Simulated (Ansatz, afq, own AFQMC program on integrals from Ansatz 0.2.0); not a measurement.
# BNH (quartet): AFQMC on the coupled-cluster ladder at distance B1–N2 = 1.794 Å, cc-pVDZ

How near does AFQMC come to the top of the ladder for BNH (quartet)?

The runs use Ansatz 0.2.0, Gaussian basis, and an in-house AFQMC program (afq) on its integrals; all values are calculated; cc-pVDZ, frozen cores.

The runs, in order: PBE (unrestricted); r2SCAN (unrestricted); PBE0 (unrestricted); B3LYP (unrestricted); wB97M-V (unrestricted); B2PLYP (unrestricted); CCSD(T) on UHF; CCSDT(Q) on UHF; Phaseless AFQMC, CISD trial on UHF; Phaseless AFQMC, single-determinant trial on UHF.

2 further runs of the same task are left out: 2 that didn't finish.

### 1 What is computed

The geometry derives from a PBE0/def2-TZVP stationary point (not a proven minimum). One bond is set to the value named and the two fragments are kept rigid.

3 atoms, charge 0, spin multiplicity 4.

Atoms are counted from 1 here; the program's logs count them from 0.

Bond lengths: B1–H3 1.206 Å.

Coordinates:

```csv
atom,x (Å),y (Å),z (Å)
B1,0.0000,-0.2139,0.9282
N2,0.0000,0.1116,-0.8360
H3,0.0000,0.7432,1.6617
```

### 2 PBE (unrestricted)

Contents of in.yaml:

```yaml
crystal:
  periodic: [false, false, false]
  atoms:
    - {symbol: B, position_ang: [0.000000, -0.213866, 0.928215]}
    - {symbol: N, position_ang: [0.000000, 0.111592, -0.836016]}
    - {symbol: H, position_ang: [0.000000, 0.743168, 1.661696]}
basis:
  gaussian: {orbitals: cc-pVDZ}
magnetization: {spin_polarized: true, initial_magnetization: 3}
hamiltonian: {xc: {name: PBE}}
output: {orbitals: {seedname: orbitals}}
```

On the command line:

```sh
> ansatz run in.yaml --threads 1 --pin off --events-out ev --progress --plain --max-ram 1382MiB
```

What it wrote:

```text
Functional definition: PBE
  name "PBE"
  cite "Perdew, Burke & Ernzerhof, Phys. Rev. Lett. 77, 3865 (1996) doi:10.1103/PhysRevLett.77.3865"
  parent pbe
  parameter kappa = 0.804
  parameter beta = 0.06672455060314922
  exchange = pbe_x(kappa = kappa, mu = beta*pi^2/3)
  correlation = pbe_c(beta = beta)
410 factors; their error is unknown
mean field evaluation 1: about -2172.0790 eV, gradient 1.1e1 eV
mean field evaluation 2: about -2171.1498 eV, gradient 1.7e1 eV
mean field evaluation 4: about -2172.7750 eV, gradient 3.9e-1 eV
mean field evaluation 8: about -2172.7527 eV, gradient 1.0e-1 eV
mean field evaluation 16: about -2170.9148 eV, gradient 4.5e0 eV
mean field -2172.75273160 eV, -79.8471901416 hartree, gradient 3.8e-5 eV, S^2 3.754659; 1 other end points of the search recorded, 0 dependent functions left out
reference -2172.75275519 eV, -79.8471910084 hartree; 8, 5 occupied and 25, 28 virtual orbitals, 410 factors
Total energy: -2172.75275519 eV, -79.8471910084 hartree
```

It took 0.54 s on 1 thread of Arm Neoverse V1, shared host.

From the report: ⟨S²⟩ of the determinant 3.755 (pure quartet: 3.75).

### 3 r2SCAN (unrestricted)

in.yaml, as its differences from that of step 2:

```diff
@@ -9,3 +9,2 @@
 magnetization: {spin_polarized: true, initial_magnetization: 3}
-hamiltonian: {xc: {name: PBE}}
-output: {orbitals: {seedname: orbitals}}
+hamiltonian: {xc: {name: r2SCAN}}
```

The command is unchanged.

What it wrote:

```text
Functional definition: r2SCAN
  name "r2SCAN"
  cite "Furness, Kaplan, Ning, Perdew & Sun, J. Phys. Chem. Lett. 11, 8208 (2020) doi:10.1021/acs.jpclett.0c02405"
  cite "Furness, Kaplan, Ning, Perdew & Sun, J. Phys. Chem. Lett. 11, 9248 (2020) doi:10.1021/acs.jpclett.0c03077"
  parent r2scan
  parameter k0 = 0.174
  parameter k1 = 0.065
  parameter a1 = 4.9479
  exchange = r2scan_x(k0 = k0, k1 = k1, a1 = a1)
  correlation = r2scan_c
410 factors; their error is unknown
mean field evaluation 1: about -2174.0957 eV, gradient 9.8e0 eV
mean field evaluation 2: about -2173.8838 eV, gradient 1.1e1 eV
mean field evaluation 4: about -2174.6369 eV, gradient 3.5e-1 eV
mean field evaluation 8: about -2174.6147 eV, gradient 1.0e-1 eV
mean field evaluation 16: about -2173.5485 eV, gradient 5.8e0 eV
mean field -2174.61472281 eV, -79.9156170564 hartree, gradient 6.4e-5 eV, S^2 3.759651; 1 other end points of the search recorded, 0 dependent functions left out
reference -2174.61473039 eV, -79.9156173349 hartree; 8, 5 occupied and 25, 28 virtual orbitals, 410 factors
Total energy: -2174.61473039 eV, -79.9156173349 hartree
```

Run time: 1.3 s. Hardware: 1 thread of Arm Neoverse V1, shared host.

From the report: ⟨S²⟩ of the determinant 3.760 (pure quartet: 3.75).

### 4 PBE0 (unrestricted)

in.yaml, as its differences from that of step 3:

```diff
@@ -9,2 +9,3 @@
 magnetization: {spin_polarized: true, initial_magnetization: 3}
-hamiltonian: {xc: {name: r2SCAN}}
+hamiltonian: {xc: {name: PBE0}}
+output: {orbitals: {seedname: orbitals}}
```

Launched as before.

What it wrote:

```text
Functional definition: PBE0
  name "PBE0"
  cite "Adamo & Barone, J. Chem. Phys. 110, 6158 (1999) doi:10.1063/1.478522"
  cite "Perdew, Burke & Ernzerhof, Phys. Rev. Lett. 77, 3865 (1996) doi:10.1103/PhysRevLett.77.3865"
  parent pbe
  parameter a = 0.25
  parameter kappa = 0.804
  parameter beta = 0.06672455060314922
  exchange = (1 - a)*pbe_x(kappa = kappa, mu = beta*pi^2/3) + a*exact_x
  correlation = pbe_c(beta = beta)
312 factors; integrals over basis functions are off by at most 1.1e-3 eV
mean field evaluation 1: about -2172.6165 eV, gradient 8.5e0 eV
mean field evaluation 2: about -2172.7324 eV, gradient 7.8e0 eV
mean field evaluation 4: about -2173.0825 eV, gradient 3.0e-1 eV
mean field evaluation 8: about -2173.0830 eV, gradient 5.6e-2 eV
mean field evaluation 16: about -2173.0832 eV, gradient 3.6e-5 eV
mean field -2173.08316892 eV, -79.8593334892 hartree, gradient 3.6e-5 eV, S^2 3.757288; 1 other end points of the search recorded, 0 dependent functions left out
reference -2173.08318655 eV, -79.8593341372 hartree; 8, 5 occupied and 25, 28 virtual orbitals, 312 factors
Total energy: -2173.08318655 eV, -79.8593341372 hartree
```

Wall time 0.6 s (1 thread of Arm Neoverse V1, shared host).

From the report: ⟨S²⟩ of the determinant 3.757 (pure quartet: 3.75).

### 5 B3LYP (unrestricted)

in.yaml, as its differences from that of step 4:

```diff
@@ -9,3 +9,2 @@
 magnetization: {spin_polarized: true, initial_magnetization: 3}
-hamiltonian: {xc: {name: PBE0}}
-output: {orbitals: {seedname: orbitals}}
+hamiltonian: {xc: {name: B3LYP}}
```

The command is unchanged.

What it wrote, cut to the lines that bear on the results:

```text
Functional definition: B3LYP
  name "B3LYP"
  cite "Stephens, Devlin, Chabalowski & Frisch, J. Phys. Chem. 98, 11623 (1994) doi:10.1021/j100096a001"
  cite "Becke, Phys. Rev. A 38, 3098 (1988) doi:10.1103/PhysRevA.38.3098"
  cite "Lee, Yang & Parr, Phys. Rev. B 37, 785 (1988) doi:10.1103/PhysRevB.37.785"
  cite "Vosko, Wilk & Nusair, Can. J. Phys. 58, 1200 (1980) doi:10.1139/p80-159"
[...]
312 factors; integrals over basis functions are off by at most 1.1e-3 eV
[...]
mean field -2175.93392689 eV, -79.9640969122 hartree, gradient 4.0e-5 eV, S^2 3.757015; 1 other end points of the search recorded, 0 dependent functions left out
reference -2175.93408374 eV, -79.9641026764 hartree; 8, 5 occupied and 25, 28 virtual orbitals, 312 factors
Total energy: -2175.93408374 eV, -79.9641026764 hartree
```

It took 0.63 s on 1 thread of Arm Neoverse V1, shared host.

From the report: ⟨S²⟩ of the determinant 3.757 (pure quartet: 3.75).

### 6 wB97M-V (unrestricted)

in.yaml, as its differences from that of step 5:

```diff
@@ -9,2 +9,3 @@
 magnetization: {spin_polarized: true, initial_magnetization: 3}
-hamiltonian: {xc: {name: B3LYP}}
+hamiltonian: {xc: {name: wB97M-V}}
+output: {orbitals: {seedname: orbitals}}
```

Launched as before.

What it wrote, cut to the lines that bear on the results:

```text
Functional definition: wB97M-V
  name "wB97M-V"
  cite "Mardirossian & Head-Gordon, J. Chem. Phys. 144, 214110 (2016) doi:10.1063/1.4952647"
  cite "Becke, J. Chem. Phys. 107, 8554 (1997) doi:10.1063/1.475007"
  cite "Vydrov & Van Voorhis, J. Chem. Phys. 133, 244103 (2010) doi:10.1063/1.3521275"
  # Of w^i u^j: cxij and so on, Table III.
[...]
  gx(w, u) = 1 - cx + cx01*u + cx10*w
  gss(w, u) = css00 + css04*u^4 + css10*w + css20*w^2 + css43*w^4*u^3
  gos(w, u) = cos00 + cos10*w + (cos20 + cos21*u)*w^2 + (cos60 + cos61*u)*w^6
[...]
      + integral(e_c_pw_mod_opposite_spin*gos(b97_w_opposite, b97_u_opposite)) + vv10(b, c)
312 factors; integrals over basis functions are off by at most 1.1e-3 eV
96 factors; integrals over basis functions are off by at most 1.3e-5 eV
[...]
mean field -2174.78706164 eV, -79.9219503915 hartree, gradient 6.7e-5 eV, S^2 3.757861; 0 other end points of the search recorded, 0 dependent functions left out
reference -2174.78708791 eV, -79.9219513571 hartree; 8, 5 occupied and 25, 28 virtual orbitals, 312 factors
Total energy: -2174.78708791 eV, -79.9219513571 hartree
```

Run time: 2.1 s. Hardware: 1 thread of Arm Neoverse V1, shared host.

From the report: ⟨S²⟩ of the determinant 3.758 (pure quartet: 3.75).

### 7 B2PLYP (unrestricted)

in.yaml, as its differences from that of step 6:

```diff
@@ -9,3 +9,3 @@
 magnetization: {spin_polarized: true, initial_magnetization: 3}
-hamiltonian: {xc: {name: wB97M-V}}
-output: {orbitals: {seedname: orbitals}}
+hamiltonian: {xc: {name: B2PLYP}}
+correlation: {electrons: outside_noble_gas}
```

The command is unchanged.

What it wrote, cut to the lines that bear on the results:

```text
Functional definition: B2PLYP
  name "B2PLYP"
  cite "Grimme, J. Chem. Phys. 124, 034108 (2006) doi:10.1063/1.2148954"
  cite "Becke, Phys. Rev. A 38, 3098 (1988) doi:10.1103/PhysRevA.38.3098"
  cite "Lee, Yang & Parr, Phys. Rev. B 37, 785 (1988) doi:10.1103/PhysRevB.37.785"
[...]
312 factors; integrals over basis functions are off by at most 1.1e-3 eV
[...]
mean field -2172.17110178 eV, -79.8258156399 hartree, gradient 2.5e-6 eV, S^2 3.763564; 0 other end points of the search recorded, 0 dependent functions left out
2 core orbitals not correlated: weight in the atoms' cores, before any rotation towards them, 1.000 or more for the frozen orbitals, at most 0.000 for the correlated occupied ones
reference -2172.17120200 eV, -79.8258193231 hartree; 6, 3 occupied and 25, 28 virtual orbitals, 312 factors
second order -5.26259857 eV of doubles, -0.00000000 eV of singles
Total energy: -2173.59210362 eV, -79.8780364943 hartree
```

Wall time 0.73 s (1 thread of Arm Neoverse V1, shared host).

From the report: ⟨S²⟩ of the determinant 3.764 (pure quartet: 3.75).

### 8 CCSD(T) on UHF

in.yaml, as its differences from that of step 7:

```diff
@@ -9,3 +9,2 @@
 magnetization: {spin_polarized: true, initial_magnetization: 3}
-hamiltonian: {xc: {name: B2PLYP}}
-correlation: {electrons: outside_noble_gas}
+correlation: {method: ccsd_t, electrons: outside_noble_gas, hamiltonian_folder: ham}
```

Same command.

What it wrote, cut to the lines that bear on the results:

```text
Functional definition: HF
  name "HF"
  cite "Fock, Z. Phys. 61, 126 (1930) doi:10.1007/BF01340294"
  parent pbe
[...]
312 factors; integrals over basis functions are off by at most 1.1e-3 eV
[...]
mean field -2164.80220695 eV, -79.5550137496 hartree, gradient 7.0e-6 eV, S^2 3.782438; 2 other end points of the search recorded, 0 dependent functions left out
determinant -2164.80220695 eV, -79.5550137496 hartree, with singles and doubles -2169.86166045 eV, -79.7409452366 hartree
determinant -2162.61599281 eV, -79.4746718621 hartree, with singles and doubles -2167.99435184 eV, -79.6723229106 hartree
determinant -2162.60869725 eV, -79.4744037552 hartree, with singles and doubles -2167.94550855 eV, -79.6705279530 hartree
2 core orbitals not correlated: weight in the atoms' cores, before any rotation towards them, 1.000 or more for the frozen orbitals, at most 0.000 for the correlated occupied ones
reference -2164.80220695 eV, -79.5550137496 hartree; 6, 3 occupied and 25, 28 virtual orbitals, 312 factors
second order -4.12705362 eV of doubles, -0.00000000 eV of singles
cycle   1  -5.05975197 eV  change   -3.0e-4 eV  update   1.3e-3
[...]
cycle   9  -5.06073941 eV  change   -1.3e-6 eV  update   5.4e-6
perturbative correction -0.12630262 eV, -0.0046415357 hartree
Total energy: -2169.98924898 eV, -79.7456340285 hartree
```

Run time: 0.97 s. Hardware: 1 thread of Arm Neoverse V1, shared host.

From the report: ⟨S²⟩ of the determinant 3.782 (pure quartet: 3.75); correlation -5.1870 eV; T1 0.024; largest double amplitude 0.04.

This run also writes the integrals to the folder ham.

### 9 CCSDT(Q) on UHF

in.yaml, as its differences from that of step 8:

```diff
@@ -9,2 +9,2 @@
 magnetization: {spin_polarized: true, initial_magnetization: 3}
-correlation: {method: ccsd_t, electrons: outside_noble_gas, hamiltonian_folder: ham}
+correlation: {method: ccsdt_q, electrons: outside_noble_gas}
```

The command is unchanged.

What it wrote, cut to the lines that bear on the results:

```text
Functional definition: HF
  name "HF"
  cite "Fock, Z. Phys. 61, 126 (1930) doi:10.1007/BF01340294"
  parent pbe
[...]
592 factors; integrals over basis functions are off by at most 1.9e-7 eV
[...]
mean field -2164.80222131 eV, -79.5550142776 hartree, gradient 7.0e-6 eV, S^2 3.782438; 2 other end points of the search recorded, 0 dependent functions left out
determinant -2164.80222131 eV, -79.5550142776 hartree, with singles and doubles -2169.86166685 eV, -79.7409454716 hartree
determinant -2162.61601946 eV, -79.4746728414 hartree, with singles and doubles -2167.99437053 eV, -79.6723235977 hartree
determinant -2162.60871105 eV, -79.4744042623 hartree, with singles and doubles -2167.94551646 eV, -79.6705282436 hartree
2 core orbitals not correlated: weight in the atoms' cores, before any rotation towards them, 1.000 or more for the frozen orbitals, at most 0.000 for the correlated occupied ones
reference -2164.80222131 eV, -79.5550142776 hartree; 6, 3 occupied and 25, 28 virtual orbitals, 592 factors
second order -4.12706296 eV of doubles, -0.00000000 eV of singles
cycle   1  -4.74850860 eV  change   -6.2e-1 eV  update   7.1e-2
[...]
cycle  22  -5.22083143 eV  change    3.3e-7 eV  update   9.7e-7
perturbative correction -0.00944668 eV, -0.0003471592 hartree
Total energy: -2170.03249942 eV, -79.7472234530 hartree
```

Wall time 9 s (1 thread of Arm Neoverse V1, shared host).

From the report: ⟨S²⟩ of the determinant 3.782 (pure quartet: 3.75); correlation -5.2303 eV; T1 0.025; largest double amplitude 0.04.

### 10 Phaseless AFQMC, CISD trial on UHF

It reads the integrals that the CCSD(T) run on this determinant wrote.

On the command line:

```sh
> afq ham --method phaseless --trial cisd --walkers 60 --populations 1 --least-time 40 --time-step 0.005 --steps-per-block 50 --equilibration-blocks 28 --max-blocks 300 --target-error 0.00036 --factor-cut 1e-05 --start spin_pure --seed 2261 --release-times 0.24,0.51,0.99,1.62,2.4 --release-step 0.03 --release-every 4 --taylor-order 6
```

What it wrote:

```text
orbitals 31  electrons 6 3  factors 225 of 312
reference energy -79.55501375 Eh
CCSD correlation -0.18597887 Eh in 16 cycles, weight of the determinant in the CISD state 0.9049
energy of the start -79.740269 Eh
 block  time / (1/Eh)  mean weight  energy / Eh
     1     0.250  1.0008  -79.739079
     2     0.500  0.9980  -79.740008
     3     0.750  1.0010  -79.742342
     4     1.000  1.0010  -79.742772
     5     1.250  0.9989  -79.744097
     6     1.500  0.9996  -79.748259
     7     1.750  0.9992  -79.745059
     8     2.000  0.9979  -79.744042
     9     2.250  0.9986  -79.746717
    10     2.500  1.0011  -79.747098
    13     3.250  0.9984  -79.745219
    19     4.750  0.9982  -79.750604
    25     6.250  1.0039  -79.745678
    31     7.750  1.0007  -79.748987
    37     9.250  1.0010  -79.747715
    43    10.750  1.0011  -79.743497
    49    12.250  0.9976  -79.744545
    55    13.750  1.0019  -79.746832
    61    15.250  1.0014  -79.745349
    67    16.750  1.0010  -79.746846
    73    18.250  0.9994  -79.744797
    79    19.750  0.9991  -79.749880
    85    21.250  1.0033  -79.749074
    91    22.750  1.0011  -79.743574
    97    24.250  0.9983  -79.748600
   103    25.750  0.9971  -79.749280
   109    27.250  1.0011  -79.746606
   115    28.750  0.9992  -79.748445
   121    30.250  0.9999  -79.764150
   127    31.750  0.9993  -79.748002
   133    33.250  0.9994  -79.747071
   139    34.750  0.9999  -79.746979
   145    36.250  0.9992  -79.743613
   151    37.750  1.0024  -79.747426
   157    39.250  1.0013  -79.747630
   163    40.750  0.9991  -79.755045
   169    42.250  1.0013  -79.747510
   175    43.750  1.0015  -79.751607
   181    45.250  0.9991  -79.743884
   187    46.750  1.0017  -79.754323
   193    48.250  0.9992  -79.746685
   199    49.750  1.0017  -79.746754
   205    51.250  1.0009  -79.744649
   211    52.750  0.9984  -79.741921
   217    54.250  0.9987  -79.751634
   223    55.750  1.0020  -79.748073
   229    57.250  0.9992  -79.746265
   235    58.750  0.9980  -79.745185
   241    60.250  0.9997  -79.742194
   247    61.750  1.0004  -79.746534
blocks merged  error / Eh  count
     1  0.000243  220
     2  0.000308  110
     4  0.000345  55
     8  0.000346  27
    16  0.000389  13
released: time / (1/Eh)  energy / Eh  error  mean overlap
  0.24  -79.746795  0.000400  1.0078
  0.51  -79.746952  0.000330  1.0095
  0.99  -79.746734  0.000443  1.0108
  1.62  -79.747270  0.000460  1.0134
  2.40  -79.746742  0.000505  1.0100
energy -79.746797 +/- 0.000346 Eh
```

It took 3.5 min on 1 thread of Arm Neoverse V1, shared host.

Energy -2170.0209 ± 0.0094 eV. Caveats: constraint bias not in the error.

### 11 Phaseless AFQMC, single-determinant trial on UHF

It reads the integrals that the CCSD(T) run on this determinant wrote.

On the command line:

```sh
> afq ham --method phaseless --trial hf --walkers 120 --populations 1 --least-time 40 --time-step 0.005 --steps-per-block 20 --equilibration-blocks 112 --max-blocks 600 --target-error 0.00108 --factor-cut 1e-05 --start spin_pure --seed 9243 --taylor-order 6
```

What it wrote:

```text
orbitals 31  electrons 6 3  factors 225 of 312
reference energy -79.55501375 Eh
CCSD correlation -0.18597887 Eh in 16 cycles, weight of the determinant in the CISD state 0.9049
energy of the start -79.555958 Eh
 block  time / (1/Eh)  mean weight  energy / Eh
     1     0.100  1.0007  -79.601056
     2     0.200  1.0013  -79.632551
     3     0.300  1.0025  -79.654407
     4     0.400  1.0015  -79.675905
     5     0.500  1.0009  -79.695039
     6     0.600  1.0017  -79.701812
     7     0.700  1.0003  -79.700535
     8     0.800  1.0007  -79.711066
     9     0.900  0.9996  -79.712656
    10     1.000  1.0014  -79.725825
    18     1.800  1.0011  -79.733295
    35     3.500  0.9979  -79.728148
    52     5.200  1.0004  -79.732462
    69     6.900  1.0015  -79.733572
    86     8.600  1.0014  -79.746333
   103    10.300  1.0000  -79.737940
   120    12.000  0.9990  -79.739233
   137    13.700  1.0007  -79.733390
   154    15.400  0.9999  -79.741932
   171    17.100  1.0001  -79.773667
   188    18.800  0.9998  -79.769934
   205    20.500  0.9994  -79.729238
   222    22.200  0.9971  -79.754484
   239    23.900  1.0003  -79.730395
   256    25.600  1.0021  -79.750265
   273    27.300  1.0018  -79.755535
   290    29.000  0.9992  -79.714671
   307    30.700  1.0020  -79.776316
   324    32.400  0.9998  -79.756153
   341    34.100  1.0002  -79.716857
   358    35.800  0.9994  -79.748836
   375    37.500  0.9999  -79.741245
   392    39.200  0.9996  -79.746453
   409    40.900  1.0007  -79.751712
   426    42.600  1.0015  -79.767003
   443    44.300  0.9995  -79.757407
   460    46.000  1.0001  -79.745646
   477    47.700  0.9969  -79.754305
   494    49.400  1.0011  -79.759122
   511    51.100  1.0009  -79.725132
   528    52.800  1.0000  -79.764678
   545    54.500  1.0006  -79.755436
   562    56.200  1.0010  -79.742639
   579    57.900  0.9996  -79.731330
   596    59.600  1.0002  -79.739055
   613    61.300  0.9998  -79.744315
   630    63.000  0.9991  -79.798858
   647    64.700  1.0010  -79.744363
   664    66.400  0.9991  -79.741707
   681    68.100  0.9981  -79.739277
   698    69.800  0.9985  -79.744729
blocks merged  error / Eh  count
     1  0.000575  600
     2  0.000753  300
     4  0.000975  150
     8  0.001200  75
    16  0.001429  37
    32  0.001592  18
    64  0.001682  9
energy -79.746109 +/- 0.001592 Eh
```

Run time: 3.2 min. Hardware: 1 thread of Arm Neoverse V1, shared host.

Energy -2170.0022 ± 0.0433 eV. Caveats: constraint bias not in the error.

### 12 AFQMC on the ladder

On the UHF determinant, counted from CCSDT(Q) (a yardstick, not exact):

```csv
level,energy (eV),from CCSDT(Q) (kJ/mol),statistical error (kJ/mol),time
HF,-2164.8022,+504.6,,
MP2,-2168.9293,+106.4,,
CCSD,-2169.8629,+16.4,,
CCSD(T),-2169.9892,+4.2,,
CCSDT(Q),-2170.0325,0.0,,
"Phaseless AFQMC, CISD trial, step 0.005, 60 walkers",-2170.0209,+1.1,0.9,3.5 min
"Phaseless AFQMC, single-determinant trial, step 0.005, 120 walkers",-2170.0022,+2.9,4.2,3.2 min
```

The functionals' totals stand on their own zeros and serve differences with other points: PBE -2172.753 eV; r2SCAN -2174.615 eV; PBE0 -2173.083 eV; B3LYP -2175.934 eV; wB97M-V -2174.787 eV; B2PLYP -2173.592 eV.

### 13 Summary of results

| quantity | value |
| --- | --- |
| CCSD(T) on UHF from CCSDT(Q) | +4.2 kJ/mol |
| Phaseless AFQMC, CISD trial on UHF from CCSDT(Q) | +1.1 ± 0.9 kJ/mol |
| Phaseless AFQMC, single-determinant trial on UHF from CCSDT(Q) | +2.9 ± 4.2 kJ/mol |

**Reading.** On UHF the phaseless walk with the CISD trial lies +1.1 kJ/mol from CCSDT(Q), within three error bars. Error bars are statistical and leave out the constraint, the time step and what remains of the start.
